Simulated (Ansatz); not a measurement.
Gas-phase electronic energies from Ansatz, PBE0-D4/def2-TZVP geometries. CCSD(T)/CBS is the MP2 limit (def2-TZVPP, def2-QZVPP) plus CCSD(T) − MP2 in def2-TZVPP, frozen cores. DFT in def2-TZVPP. B3LYP here is the variant with VWN-RPA as its local correlation; programs differ in this. Each species was taken in one conformer, which may not be the lowest.

`C=C(C)C=O` → `C#COCC`  (isomerisation)

Question: Is it downhill or uphill in electronic energy at CCSD(T)/CBS, and by how much? (Estimate.)

Answer: Computed: Uphill: ΔE = +182.0 kJ/mol.

Question: What do these levels give: PBE0-D4, B3LYP-D4, ωB97X-V, ωB97M-V, PBE, r2SCAN, B3LYP, MP2/def2-TZVPP, CCSD(T)/def2-TZVPP, HF/def2-QZVPP, MP2/def2-QZVPP, SCS-MP2/def2-QZVPP? (Best estimate.)

Answer: The calculation gave: PBE0-D4 187.6, B3LYP-D4 186.6, ωB97X-V 183.3, ωB97M-V 180.9, PBE 188.1, r2SCAN 190.0, B3LYP 184.0, MP2/def2-TZVPP 179.3, CCSD(T)/def2-TZVPP 184.4, HF/def2-QZVPP 183.3, MP2/def2-QZVPP 177.9, SCS-MP2/def2-QZVPP 178.9 kJ/mol.

Largest T1 diagnostic among the species: 0.014.
